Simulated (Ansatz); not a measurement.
We consider hexagonal-diamond C (model structure), described by rVV10 (PAW; Ansatz, an electronic-structure program).

Numerical settings: plane-wave cutoff 500 eV, 18×18×8 k mesh (along the axes of the cell as run), gaussian smearing 0.02 eV, scalar-relativistic PAW data made under PBE.

Cell (relaxed at this level):

```cif
data_C4
_chemical_formula_sum 'C4'
_space_group_name_H-M_alt 'P63/mmc'
_space_group_IT_number 194
_space_group_name_Hall '-P 6c 2c'
_cell_length_a 2.52051
_cell_length_b 2.52051
_cell_length_c 4.19641
_cell_angle_alpha 90.000
_cell_angle_beta 90.000
_cell_angle_gamma 120.000
loop_
_atom_site_label
_atom_site_type_symbol
_atom_site_symmetry_multiplicity
_atom_site_Wyckoff_symbol
_atom_site_fract_x
_atom_site_fract_y
_atom_site_fract_z
_atom_site_occupancy
C1 C 4 f 0.33333 0.66667 0.06271 1
```

### Question
Estimate the band gap that the calculation returns.

### Answer

- band gap: 3.63 eV (on the SCF k mesh)

It cost around 25 core-seconds (rough) of CPU time.

A model structure was made by putting elements into a prototype or built by hand; here it ended with the formula and space group of a phase in our tables.
